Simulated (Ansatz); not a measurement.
Compare A (`B1CN1`) with its isomer B (`BN=C`).

Gas-phase electronic energies from Ansatz, PBE0-D4/def2-TZVP geometries. CCSD(T)/CBS adds triple-zeta CCSD(T) − MP2 to the extrapolated MP2 energy (def2 sets, frozen cores). This one scheme is used for every species. Functionals use def2-TZVPP. B3LYP here is the variant with VWN-RPA as its local correlation; programs differ in this.

(1) Which is lower in electronic energy at CCSD(T)/CBS, and by how much? (Estimate.)

(2) Give E(B) − E(A) in kJ/mol with B3LYP, ωB97M-V, CCSD(T)/def2-TZVPP, LDA (SPW92), MP2/def2-TZVPP, PBE0-D4, BLYP-D4. (Best estimate.)

(3) Does the order hold for the free energy at 298.15 K (harmonic terms from PBE0-D4)? (Best estimate.)

Largest T1 diagnostic: 0.016.

Results:

(1) Ansatz gave: B, by 54.0 kJ/mol.

(2) Computed: B3LYP -70.8, ωB97M-V -49.7, CCSD(T)/def2-TZVPP -58.9, LDA (SPW92) -42.7, MP2/def2-TZVPP -47.0, PBE0-D4 -47.3, BLYP-D4 -81.8. None reverses the order clearly.

(3) Computed: Yes: G(B) − G(A) = -59.1 kJ/mol.

In def2-TZVPP, CCSD(T) changes the Hartree–Fock value by +12.9 kJ/mol (the triples alone add −1.2 kJ/mol) and MP2 by +24.8 kJ/mol. At CCSD(T), def2-SVP lies −9.8 kJ/mol from the extrapolated value and def2-TZVPP −4.9 kJ/mol.
